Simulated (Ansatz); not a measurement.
Results of PBE0-D3(BJ) in Ansatz (PAW) for fcc Al.

Input file:

Ansatz 0.2 input:
```yaml
crystal:
  lattice:
    - [0.0, 2.0089727563, 2.0089727563]
    - [2.0089727563, 0.0, 2.0089727563]
    - [2.0089727563, 2.0089727563, 0.0]
  atoms:
    - { symbol: Al, position: [0.0, 0.0, 0.0] }
basis:
  ecutwfc: 460
  ecutrho_ratio: 4
  xc_grid: 2
kpoints:
  mp_grid: { grid: [14, 14, 14] }
hamiltonian:
  xc: pbe0
  dispersion: d3bj
  pseudopotentials: { kind: paw }
scf:
  occupations: { method: fermi_dirac, width: 0.05 }
  convergence: { dr2_threshold: 0.0000000001 }
output:
  forces: false
  stress: true
  eigenvalues: true
```

Task: How many irreducible k-points, plane waves at Γ does the program set up, and what pressure does the run end with?

Result: 104 irreducible k-points, 339 plane waves at Γ; P = -4.26 GPa, so the cell is stretched on average and its volume would shrink at this level.

The run printed, among other lines:

```
WARN output.stress: scf.exx.energy_threshold = 1e-6 eV is looser than the 1e-8 eV advised for a stress under a hybrid functional (1e-8 eV for each atom of the …
Crystal: 1 atoms, lattice volume = 16.216 Å³
Basis set: ecut = 460 eV, 339 PW (Γ), exchange–correlation on 40×40×40 points (8 copies of the dense FFT grid, shifted against one another)
Bands: 6, of which v1, the nominal top of the filled ones, is band 2 counted from 1 (1 counted from 0)
Symmetry: 48 space group operations
Space group: Fm-3m (ITA 225), of the structure as read, at distance tolerance 2.5e-5 Å
k-points: 104 of 2744
Functional: x = pbe(κ = 0.804, μ = 0.2195149727645171), c = pbe(β = 0.06672455060314922), warm-up for x = 0.75 pbe(κ = 0.804, μ = 0.2195149727645171) + 0.25 exact, c = pbe(β = 0.06672455060314922)
SCF iter   1: F=—  HF=-537.869846 eV  |F-HF|=—  |Δ(HF+E_count)|=         —  Δρ=6.47e-4  dr2=4.30e-5
SCF iter   2: F=—  HF=-537.869879 eV  |F-HF|=—  |Δ(HF+E_count)|=   3.29e-5  Δρ=3.16e-4  dr2=9.63e-6
  ...
SCF 1 converged in 4 iterations: F = -537.869889 eV  dr2 = 8.49e-11
Crystal: 1 atoms, lattice volume = 16.216 Å³
Initial density: handed on by an earlier stage of this run
Functional: x = 0.75 pbe(κ = 0.804, μ = 0.2195149727645171) + 0.25 exact, c = pbe(β = 0.06672455060314922)
SCF 2 converged in 5 iterations: F = -538.356701 eV  dr2 = 1.53e-11
Crystal: 1 atoms, lattice volume = 16.216 Å³
Crystal: 1 atoms, lattice volume = 16.216 Å³
SCF 4 converged in 7 iterations: F = -538.358403 eV  dr2 = 7.86e-11
Crystal: 1 atoms, lattice volume = 16.216 Å³
SCF 5 converged in 2 iterations: F = -538.358403 eV  dr2 = 7.04e-12
Crystal: 1 atoms, lattice volume = 16.216 Å³
Crystal: 1 atoms, lattice volume = 16.216 Å³
SCF 7 converged in 3 iterations: F = -538.358403 eV  dr2 = 7.11e-12
Crystal: 1 atoms, lattice volume = 16.216 Å³
Crystal: 1 atoms, lattice volume = 16.216 Å³
SCF iter   3: F=—  HF=-538.358316 eV  |F-HF|=—  |Δ(HF+E_count)|=   4.73e-8  Δρ=1.76e-6  dr2=3.44e-9
SCF iter   4: F=-538.358316 eV  HF=-538.358316 eV  |F-HF|=1.65e-11  |Δ(HF+E_count)|=   2.35e-8  Δρ=4.50e-7  dr2=6.64e-11
SCF 9 converged in 4 iterations: F = -538.358316 eV  dr2 = 6.64e-11
Free energy (F): -538.358403 eV
Internal energy: -538.357358 eV  (E = F + TS)
E sigma→0 (E₀):  -538.357880 eV
Fermi energy:    8.134202 eV
--- Stress (GPa, compression-positive) ---
       -4.257174       0.000000       0.000000
        0.000000      -4.257174      -0.000000
        0.000000       0.000000      -4.257174
  P = ⅓ Tr σ = -4.2572 GPa (-42.572 kbar)
```

The cell is one volume of an energy–volume scan, off the minimum.

The PAW data were made under PBE.

Note: the run warned that the count of filled bands differs between k points.

The result took about 4 core-minutes (a rough figure).

Ansatz is a quantum-chemistry and plane-wave program.
